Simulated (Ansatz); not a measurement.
A run of Ansatz (development build ahead of 0.2.0) on doublet C2H at this shape:

```tsv
atom	x (Å)	y (Å)	z (Å)
C	0.0000	0.0000	-0.4626
C	0.0000	0.0000	1.3071
H	0.0000	0.0000	-1.5272
```

Its results:

| Property | Result |
| --- | --- |
| Converged | yes |
| Total energy | -76.39161 hartree |
| Spin squared of the determinant | 1.232 |
| Stability test | minimum |

Q: Which input gives this output? Name the method, the orbitals and the basis set, and write the input.

A: PBE0 (unrestricted) in pcseg-2.

```yaml
crystal:
  periodic: [false, false, false]
  atoms:
    - { symbol: C, position_ang: [0.0, 0.0, -0.46263] }
    - { symbol: C, position_ang: [0.0, 0.0, 1.30706] }
    - { symbol: H, position_ang: [0.0, 0.0, -1.5272] }
basis:
  gaussian: { orbitals: pcseg-2 }
magnetization:
  spin_polarized: true
  initial_magnetization: 1
hamiltonian:
  xc: pbe0
```

Caution: the unrestricted determinant is spin contaminated.
